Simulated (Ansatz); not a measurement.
**How the band gap of fluorite CeO₂ moves with the method**

Task: Put these levels in order of the band gap that they give for fluorite CeO₂, smallest first: HSE06+SOC (Ansatz, a quantum-chemistry and plane-wave program), PBE0+SOC (Ansatz), PBEsol+SOC (Ansatz), r²SCAN+SOC (Ansatz).

Result: PBEsol+SOC (1.88 eV), r²SCAN+SOC (2.18 eV), HSE06+SOC (3.54 eV), PBE0+SOC (4.31 eV)

Computed values are for a static lattice.  Values are at the measured cell. Cutoffs and k meshes differ between the levels. Ansatz's density-functional and Hartree–Fock values are scalar-relativistic unless marked +SOC, with PAW data made under PBE.
